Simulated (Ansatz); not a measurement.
**PH₃O₂: ionisation energy by level of theory**

An exercise on one series of results from a longer session: the logs are not shown, and one member is left open.

The runs use Ansatz 0.2.0, Gaussian basis; unrestricted cation, the program's frozen cores in correlated methods.

Plan: UKS PBE-D4/def2-TZVPP; UKS r2SCAN-D4/def2-TZVPP; UKS PBE0-D4/def2-TZVPP; UKS B3LYP-D4/def2-TZVPP; UKS wB97X-V/def2-TZVPP; UKS wB97M-V/def2-TZVPP; UKS B2PLYP/def2-TZVPP; UHF-CCSD(T)/def2-TZVPP; UHF-MP2/def2-QZVPP; extrapolation to the limit; then −ε(HOMO) from the neutral's earlier runs with LDA (SPW92), PBE-D4, revPBE-D4, BLYP-D4, r2SCAN-D4, B97M-V, PBE0-D4, B3LYP-D4, r2SCANh-D4, r2SCAN0-D4, HSE06-D4, BHLYP-D4, CAM-B3LYP-D4, LC-ωPBE, ωB97X-V, ωB97M-V.

## The relaxed structure

The geometry comes from an earlier relaxation with PBE0-D4 in a triple-zeta def2 set; it is a stationary point.

SMILES `OPO`, 6 atoms, charge 0, spin multiplicity 1.

Atoms are counted from 1 here; the program's logs count them from 0.

Bond lengths: O1–P2 1.647 Å, O1–H4 0.961 Å, P2–O3 1.632 Å, P2–H5 1.428 Å, O3–H6 0.963 Å. Angles: P2–O1–H4 110.6°, O1–P2–O3 104.0°, O1–P2–H5 92.5°, O3–P2–H5 98.9°, P2–O3–H6 114.2°.

As a file:

```xyz
6

O    -0.9738   -0.5013   -0.6241
P     0.3225    0.5085   -0.5128
O     1.2230   -0.1343    0.6863
H    -0.8594   -1.1186   -1.3515
H    -0.4097    1.4677    0.2505
H     0.7393   -0.2861    1.5054
```

Set-up of the first run:

in.yaml

```yaml
crystal:
  periodic: [false, false, false]
  atoms:
    - {symbol: O, position_ang: [-0.973816, -0.501272, -0.624058]}
    - {symbol: P, position_ang: [0.322494, 0.508484, -0.512754]}
    - {symbol: O, position_ang: [1.222998, -0.134293, 0.686309]}
    - {symbol: H, position_ang: [-0.859354, -1.118614, -1.351548]}
    - {symbol: H, position_ang: [-0.409664, 1.467664, 0.250452]}
    - {symbol: H, position_ang: [0.739342, -0.286070, 1.505400]}
basis:
  gaussian: {orbitals: def2-TZVPP}
total_charge: 1
magnetization: {spin_polarized: true, initial_magnetization: 1}
hamiltonian: {xc: pbe, dispersion: d4}
```

Started as:

```console
> ansatz run in.yaml --threads 2 --pin off --events-out ev --progress --plain --max-ram 4352MiB
```

Among the steps run: Cation, UKS PBE-D4/def2-TZVPP; Cation, UKS r2SCAN-D4/def2-TZVPP; Cation, UKS PBE0-D4/def2-TZVPP; Cation, UKS B3LYP-D4/def2-TZVPP; Cation, UKS wB97X-V/def2-TZVPP; Cation, UKS wB97M-V/def2-TZVPP; Cation, UKS B2PLYP (frozen core)/def2-TZVPP; Cation, UHF-CCSD(T)/def2-TZVPP; Cation, UHF-MP2/def2-QZVPP.

One of the session's tables, all rows but one given; the rest of the session is left out.

Orbital estimates, from the neutral's runs:

```
  functional  −ε(HOMO) (eV)
 LDA (SPW92)           5.95
      PBE-D4           5.87
   revPBE-D4           5.84
     BLYP-D4           5.79
   r2SCAN-D4           6.12
      B97M-V           6.22
     PBE0-D4              ?
    B3LYP-D4           6.97
  r2SCANh-D4           6.59
  r2SCAN0-D4           7.30
    HSE06-D4           6.74
    BHLYP-D4           8.35
CAM-B3LYP-D4           8.54
     LC-ωPBE           9.88
     ωB97X-V           9.53
     ωB97M-V           9.38
```

Q: Estimate the row for PBE0-D4 from the others.

As computed: −ε(HOMO) (eV): 7.14. In the column «−ε(HOMO) (eV)» it lies between B3LYP-D4 (6.97) and r2SCAN0-D4 (7.30).
